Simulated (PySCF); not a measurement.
**Orbital picture of HCl⁺**

PBE0 at R = 1.328 Å; PySCF, no relativity, basis sets H cc-pVDZ, Cl cc-pV(D+d)Z. State: ²Π (doublet), unpaired electrons π ↑. Only the outer orbitals are listed, counted within each symmetry.

```tsv
spin	orbital	occ.	ε (eV)	on H (%)	main shells (%)
α	4σ	1	-34.94	7	92 Cl s
α	5σ	1	-23.34	25	68 Cl p, 24 H s
α	2π	1	-21.51	0	100 Cl p
α	2π	1	-19.81	1	99 Cl p
α	6σ	0	-8.36	75	75 H s, 20 Cl p
α	7σ	0	0.09	66	65 H s, 31 Cl d
α	3π	0	3.92	9	91 Cl d, 9 H p
β	4σ	1	-33.35	9	89 Cl s, 8 H s
β	5σ	1	-22.90	26	66 Cl p, 25 H s
β	2π	1	-19.29	1	99 Cl p
β	2π	0	-15.88	1	99 Cl p
β	6σ	0	-8.03	74	73 H s, 21 Cl p
β	7σ	0	0.44	69	68 H s, 29 Cl d
```

**Question.** Which are the highest filled and the lowest empty level, where do they sit, and how wide is the gap?

**Answer.** Highest filled β 2π at -19.29 eV (in %: 99 Cl p); lowest empty β 2π at -15.88 eV (in %: 99 Cl p); the gap at PBE0 is 3.41 eV. Both belong to one degenerate shell, split only by its one-sided filling, so this is no excitation gap.

| Property | Result |
| --- | --- |
| bond order (Mayer) | 0.90 |
| ⟨S²⟩ | 0.754 |
| charge on H (Mulliken, basis-dependent) | 0.32 |
| charge on H (Löwdin, basis-dependent) | 0.25 |
| dipole moment (positive dipole points towards Cl; it is taken about the centre of mass and depends on that origin) | -1.90 D |
| polarisability along the bond | 11.0 bohr³ |
| polarisability across the bond | 5.8 bohr³ |

The state is the lowest determinant that a PBE0 search found; another state may lie lower at other levels.
